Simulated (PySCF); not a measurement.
Species: C3H9S (charge +1).
Numbering: `[CH3:1][S+:2]([CH3:3])[CH3:4]` (hydrogens: H5, H6, H7 on C1; H8, H9, H10 on C3; H11, H12, H13 on C4)

Computed, not measured: core-valence-separated Tamm–Dancoff BHandHLYP/aug-pcX-1 (pcseg-1 on H, def2-SVPD on S) in PySCF, non-relativistic, gas phase, PBE0-D3(BJ)/def2-SVP geometry. BHandHLYP without relativity tends to put these K edges a few eV too low, so spacings mean more than positions.

**Question.** List the carbon K-edge absorption lines.

**Answer.** 
```
E (eV)       f  core hole on               main final orbital
285.01  0.1800      C1/C3/C4       spread (3 roots, f summed)
287.27  0.0131      C1/C3/C4       LUMO+2 (3 roots, f summed)
287.34  0.0098      C1/C3/C4  LUMO/LUMO+1 (3 roots, f summed)
287.94  0.2114      C1/C3/C4       spread (6 roots, f summed)
```

The first line with a tenth or more of the strongest one's intensity is at 285.01 eV (f = 0.180, sum of 3), with the hole on C1/C3/C4 (S-methyl carbon). The strongest listed is at 287.94 eV (f = 0.211, sum of 6; C1/C3/C4).

Roots within 0.03 eV whose holes lie on the same, on equivalent or on shared atoms are summed into one line, and the highest roots are left out, as the search may have cut off their partners. Final orbitals are the ground state's empty Kohn–Sham orbitals.

**Question.** What is the summed oscillator strength of the listed C K lines, and their intensity-weighted mean energy?

**Answer.** Σf = 0.414 over 4 lines from 285.01 to 287.94 eV; the weighted mean is 286.63 eV. The strongest line holds 51 % of the sum.

The list ends where the root search ended, not at a threshold.
